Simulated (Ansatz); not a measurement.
Born–Oppenheimer molecular dynamics of ClFH$_{4}$Si (7 atoms, charge 0, multiplicity 1). It starts at the highest image of a converged band. Of that band: A vibrational analysis at the climbing image gives 2 clearly imaginary modes (457i, 157i cm⁻¹): a point of higher order, so a lower path passes nearby.

Theory: Ansatz 0.2.0, RKS PBE/def2-SVP.

* ensemble: NVE (velocity Verlet)
* time step: 0.5 fs
* steps asked: 200
* starting velocities drawn for: 300 K
* seed: 8461

First frame:

```xyz
7
Properties=species:S:1:pos:R:3
Si -0.195 0.000 -0.090
Cl 0.063 0.000 2.441
H 1.308 0.000 -0.010
H -0.552 1.269 -0.801
H -0.552 -1.269 -0.801
F -1.883 0.000 0.776
H -1.334 0.000 1.808
```

Q: How far do the bonds stretch over the last three quarters of this one trajectory? (Pairs bonded in most of those frames.)

A: 
```tsv
bond	mean (Å)	spread (Å)	shortest	longest
Si1–Cl2	2.177	0.142	1.95	2.42
Si1–H3	1.504	0.005	1.50	1.51
Si1–H4	1.499	0.024	1.46	1.53
Si1–H5	1.497	0.009	1.48	1.51
F6–H7	0.948	0.016	0.93	1.01
```

Mean temperature of the second half: 1255 K. The conserved energy stayed within 0.044 meV per atom of its start (net change 0.019 meV per atom), so the integration is sound. The kinetic energy rose, since the run started high on the potential surface and went downhill. It ends in pieces (ClH3Si + FH), so much of that is their flight and rotation, not heat. A run of 0.1 ps of so small a system gives no equilibrium averages. The orbitals stay closed-shell, which can raise the energy where a bond breaks towards radicals; this wasn't checked here.

The run took 5.3 min on 1 thread of Arm Neoverse V1, with other jobs on the host, peak memory 0.11 GiB.
